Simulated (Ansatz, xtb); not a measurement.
Barrier height from H + ClH to the transition structure ClH2, without zero-point energy, on the benchmark's geometries as Psi4's copy of the set gives them.
Transition structure (charge 0, multiplicity 2, Z-matrix in Å and degrees):
```
Cl
H 1 1.4858
H 1 1.4858 2 180.00
```
Reactant (charge 0, multiplicity 1):
```xyz
2

Cl     0.00000     0.00000     0.00000
H      1.27445     0.00000     0.00000
```

Open shells are unrestricted; no spin–orbit coupling.

Correlated levels freeze the cores. CBS(a, b) extrapolates the correlation energy as X⁻³ and adds the Hartree–Fock energy of set b.

The values were computed with Ansatz (Gaussian basis) for Hartree–Fock, density functionals and correlated methods; xtb for the GFN methods. Values without a source in brackets are computed. The GFN methods have no spin term and hold the electronic entropy of 300 K.

| level | barrier height (kJ/mol) |
|---|---|
| GFN2-xTB | 78.6 |
| SVWN5/def2-TZVPPD | 8.6 |
| BHLYP/def2-TZVPPD | 69.4 |
| MP2/aug-cc-pV(T+d)Z | 95.7 |
| MP2/CBS(aug-cc-pV(T+d)Z, aug-cc-pV(Q+d)Z) | 93.0 |
| SCS-MP2/aug-cc-pV(D+d)Z | 106.0 |
| CCSD/aug-cc-pV(D+d)Z | 87.8 |
| CCSD/aug-cc-pV(T+d)Z | 81.9 |
| CCSD(T)/CBS(aug-cc-pV(T+d)Z, aug-cc-pV(Q+d)Z) | … |

Question: Some entries are withheld; supply them.

Answer: 
- CCSD(T)/CBS(aug-cc-pV(T+d)Z, aug-cc-pV(Q+d)Z), barrier height (kJ/mol): 74.1

Ansatz is a quantum-chemistry and plane-wave program.
